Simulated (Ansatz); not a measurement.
System: hydrogen chloride, HCl, charge 0, multiplicity 1. SMILES: Cl
Coordinates optimised at B3LYP-D3(BJ)/def2-TZVP (Ansatz, an electronic-structure program):
```
Cl
H 1 1.2820
```

Quantity: vertical ionisation energy (to the doublet state of charge +1; each state is the SCF solution reached for its spin), in eV. Cores are frozen in the correlated levels unless marked. Open shells are spin-unrestricted. Spin-orbit coupling is left out. Non-relativistic. Basis-set limits of correlation are two-point, X^-3; Hartree-Fock from the larger set.

```
level             program  vertical ionisation energy (eV)
----------------  -------  -------------------------------
SVWN5/def2-TZVPD   Ansatz                            12.98
```

**Question.** Predict the CCSD(T)/CBS(aug-cc-pV(T+d)Z,aug-cc-pV(Q+d)Z) result (Ansatz).

**Answer.** 12.84 eV, so SVWN5/def2-TZVPD differs from it by 0.14 eV.
